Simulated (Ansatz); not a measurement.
Geometry optimisation, RKS CAM-B3LYP-D4/def2-SVP in Ansatz.

Input file:

```yaml
crystal:
  periodic: [false, false, false]
  atoms:
    - { symbol: B, position_ang: [0.0, 0.0, 0.0] }
    - { symbol: F, position_ang: [0.8785, 0.0, 1.2404] }
    - { symbol: H, position_ang: [1.3883, 0.0, 0.0683] }
    - { symbol: "N", position_ang: [-1.3423, 0.0, -0.775] }
    - { symbol: H, position_ang: [-2.0112, -0.8164, -0.6764] }
    - { symbol: H, position_ang: [-1.5914, 0.8164, -1.4036] }
basis:
  gaussian: { orbitals: def2-SVP }
hamiltonian:
  xc: cam_b3lyp
  dispersion: d4
relax:
  f_tol: 0.15
  max_steps: 25
  restrain:
    - { distance: [1, 2], at: 2.12, k: 30.0 }
    - { distance: [0, 1], at: 1.32, k: 30.0 }
    - { distance: [0, 2], at: 1.19, k: 30.0 }
output:
  orbitals: {}
```

Command:

```bash
$ ansatz run input.yaml --threads 1 --pin off --max-ram 2048MiB --backend cpu --events-out ev --progress --plain --runs-dir out
```

**Question.** Where does it end, and by what steps?

**Answer.** It converged. The restraints hold the end off the free minimum; the threshold counts their pulls, which the force column leaves out. Restrained pairs: F2–H3 (1.28 → 2.14 Å), B1–F2 (1.52 → 1.32 Å), B1–H3 (1.39 → 1.19 Å). After 8 steps the energy has fallen by 6.259 eV (the restraints' own energy left out); F2 moved furthest, 0.77 Å.

```tsv
step	energy less start (eV)	largest force component (eV/Å)	accepted
0	0.0000	5.504	yes
1	-2.4107	4.515	yes
2	-3.9662	3.101	yes
3	-5.1618	1.466	yes
4	-5.8430	0.790	yes
5	-6.1671	0.412	yes
6	-6.2559	0.397	yes
7	-6.2587	0.476	yes
8	-6.2593	0.495	yes
```

```xyz
6
Properties=species:S:1:pos:R:3
B 0.141 0.022 0.033
F 0.246 -0.442 1.269
H 1.141 0.449 -0.452
N -1.081 -0.003 -0.628
H -1.923 -0.369 -0.199
H -1.201 0.342 -1.570
```

The run took 7.6 s on 1 thread of Intel(R) Xeon(R) 6975P-C (Granite Rapids), with other jobs on the host, peak memory 0.15 GiB.
